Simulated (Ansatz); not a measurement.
A structure relaxed at PBE-D4/def2-TZVP in Ansatz, charge 0, doublet:

```csv
atom,x (Å),y (Å),z (Å)
B1,0.686,0.465,-0.346
B2,-0.290,-0.745,-0.409
B3,-0.396,0.281,0.755
```

**Question.** Give its formula and point group.

**Answer.** B₃ (the lowest doublet isomer of a short search). Point group D3h (tolerance 0.1 Å).

**Question.** Summarise the bond lengths by kind (pairs closer than 1.2 times the sum of covalent radii, bridged metal pairs left out).

**Answer.** 3 × B–B 1.56 Å.

The structure comes from a short search, and lower isomers may exist.
